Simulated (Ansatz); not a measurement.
# GeC⁺, quartet: the ladder up to full CI

Geometry: a point of a stretch scan, not a stationary point.

```yaml
atoms:
  - { symbol: Ge, position_ang: [0.0000, 0.0000, 0.0000] }
  - { symbol: C, position_ang: [0.0000, 0.0000, 2.1450] }
```

Basis cc-pVDZ; Ansatz 0.2.0. Only valence electrons are correlated (noble-gas cores and the filled d shells of p-block atoms frozen), which leaves 7 electrons in 26 orbitals. Prefix R: restricted or restricted open-shell reference. Active spaces: pair = (5e, 5o) about the gap; valence = (7e, 8o) chosen from the atoms' valence shells. No spin–orbit coupling is included, and no scalar relativity.

Full CI is exact within this basis and frozen core; it isn't the basis-set limit.

For open shells CISD is restricted-active-space CI with the open shells as a complete middle space.

```
UHF ⟨S²⟩                          : 3.757
T1 diagnostic (RCCSD)             : 0.0688
largest doubles amplitude (RCCSD) : 0.084
```

**Question.** From what is known of these methods and the diagnostics, rank them by the size of their error in total energy against full CI in cc-pVDZ, smallest first (an estimate: the text doesn't fix the numbers).
A. NEVPT2 (valence space)
B. CASSCF (pair space)
C. RCCSD(T)
D. RCCSDT
E. MRCISD (valence space)

**Answer.** D (17 meV), C (82 meV), E (113 meV), A (519 meV), B (3917 meV).

All errors are against full CI in cc-pVDZ. T1 is large (0.069) while the doubles stay small, which points to orbital relaxation. Within each family the higher level lies nearer, as is usual though not guaranteed.

The full-CI state has the irrep A2 of C2v, in the program's axes (one component, if the state is degenerate).

Natural occupations of full CI about the gap: 1.947 1.894 0.991 0.957 0.957 0.070 0.070 0.049 0.008 0.008; effectively unpaired electrons, Σ n²(2−n)², 3.09.
